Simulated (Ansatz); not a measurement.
**BH2O (quartet): wave-function methods side by side, cc-pVDZ**

How much of the correlation energy of BH2O (quartet) does each wave-function method recover here?

The runs use Ansatz 0.2.0, Gaussian basis; cc-pVDZ, core rule «outside noble gas», up to 2 orbitals frozen.

To be run: UHF; CCSD(T) on ROHF; CCSD(T) on UHF; BCCD(T) on ROHF; CISD as a restricted active space (open shells left free, so some higher excitations enter); CCSDT(Q) on ROHF; CCSDT(Q) on UHF.

27 further runs of the same task are left out: 15 for a known fault of the program, 4 that didn't finish, 8 set aside as unsound or not needed. Runs told in other sessions of the task aren't counted.

## 1. The system

The geometry is a PBE0/def2-TZVP stationary point (not a proven minimum) of the parent state, kept for this charge and spin.

4 atoms, charge 0, spin multiplicity 4.

Atoms are counted from 1 here; the program's logs count them from 0.

Bond lengths: B1–O2 1.333 Å, B1–H3 1.201 Å, O2–H4 0.961 Å. Angles: O2–B1–H3 121.0°, B1–O2–H4 114.7°.

Geometry (Å):

```xyz
4
BH2O
B     0.0000   -0.2384    0.7416
O     0.0000    0.1607   -0.5303
H     0.0000    0.5590    1.6392
H     0.0000   -0.5526   -1.1750
```

## 2. UHF

File in.yaml:

```yaml
crystal:
  periodic: [false, false, false]
  atoms:
    - {symbol: B, position_ang: [0.000000, -0.238444, 0.741561]}
    - {symbol: O, position_ang: [0.000000, 0.160716, -0.530327]}
    - {symbol: H, position_ang: [0.000000, 0.558957, 1.639208]}
    - {symbol: H, position_ang: [0.000000, -0.552553, -1.174989]}
basis:
  gaussian: {orbitals: cc-pVDZ}
magnetization: {spin_polarized: true, initial_magnetization: 3}
hamiltonian: {xc: hf}
output: {orbitals: {seedname: orbitals}}
```

On the command line:

```
$ ansatz run in.yaml --threads 1 --pin off --events-out ev --progress --plain --max-ram 2393MiB
```

The runs that follow: CCSD(T) on ROHF; CCSD(T) on UHF; BCCD(T) on ROHF; CISD as a restricted active space (open shells left free, so some higher excitations enter); CCSDT(Q) on ROHF; CCSDT(Q) on UHF.

**Question.** What will the summary of the whole plan be? Wanted: UCCSDT(Q) from the RHF energy; RMP2 from UCCSDT(Q); UMP2 from UCCSDT(Q); RCCSD from UCCSDT(Q); RCCSD(T) from UCCSDT(Q); UCCSD(T) from UCCSDT(Q); RCCSDT(Q) from UCCSDT(Q); T1 diagnostic.

The runs gave:

| quantity | value |
| --- | --- |
| UCCSDT(Q) from the ROHF energy | -6.5356 eV |
| RMP2 from UCCSDT(Q) | +84.7 kJ/mol |
| UMP2 from UCCSDT(Q) | +84.7 kJ/mol |
| RCCSD from UCCSDT(Q) | +12.3 kJ/mol |
| RCCSD(T) from UCCSDT(Q) | +2.2 kJ/mol |
| UCCSD(T) from UCCSDT(Q) | +2.1 kJ/mol |
| RCCSDT(Q) from UCCSDT(Q) | +0.1 kJ/mol |
| levels within 1 kcal/mol (43 meV) | RCCSD(T), UCCSD(T), BCCD(T), RCCSDT, UCCSDT, RCCSDT(Q) |
| T1 diagnostic | 0.015 |

**Reading.** RCCSD(T) lands +2.2 kJ/mol from the yardstick (0.4 % of the correlation energy). These misses are within one basis, not against nature; the frozen cores of restricted and unrestricted runs differ, which can shift their rows.

With open shells the CI space here admits some higher excitations, so it is larger than plain CISD.
